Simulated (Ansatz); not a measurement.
BiRh: computed properties

Theory: DFT r2SCAN, scalar-relativistic, plane waves, PAW (Ansatz).

Cutoff 500 eV; k points 12×12×8 on the computed 4-atom cell (Γ-centred); Gaussian smearing, width 0.10 eV; no spin polarisation.

The structure is relaxed at this level of theory with its symmetry kept. Whether it is the stable form of this composition wasn't checked.

```xyz
4
Lattice="4.1299 0.0000 0.0000 -2.0649 3.5766 0.0000 0.0000 0.0000 5.6913" Properties=species:S:1:pos:R:3 pbc="T T T"
Bi    0.0000    2.3844    1.4228
Bi    2.0649    1.1922    4.2685
Rh    0.0000    0.0000    0.0000
Rh    0.0000    0.0000    2.8457
```

- Space group: P6_3/mmc (No. 194)
- Volume per atom: 141.8 bohr³
- Formation energy from the elements' standard states (uncorrected): -0.192 eV/atom
- Generalised Kohn–Sham band gap: none (metal)
- Density of states at the Fermi level: 2.38 states/eV per cell
- Löwdin character within 0.5 eV of the Fermi level: Rh 4d 54 %, Bi 6p 35 %
- Bulk modulus: 127 GPa
- Its pressure derivative: 5.1
- Bader charges (e): Bi (2 in the cell) 0.46, Rh (2 in the cell) -0.46

Spin-orbit coupling is left out, which matters for the bands of heavy elements.

Cost: 9 runs of about 25 core-minutes in all, on Arm Neoverse V1 (shared hosts).